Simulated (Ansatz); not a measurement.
`COC(O)Cl`, charge 0, multiplicity 1.

Question: Give a relaxed structure at PBE0-D4/def2-TZVP (the Gaussian-basis code of Ansatz). (An estimate is asked.)

Answer: Computed: 
```xyz
10

C     0.922    0.918    0.471
O    -0.356    0.732   -0.111
C    -0.533   -0.539   -0.607
O    -0.667   -1.497    0.363
Cl   -1.994   -0.454   -1.648
H     1.715    0.753   -0.268
H     1.078    0.247    1.320
H     0.959    1.951    0.811
H     0.293   -0.854   -1.250
H    -1.418   -1.256    0.919
```
This is one stationary point; other conformers may exist.
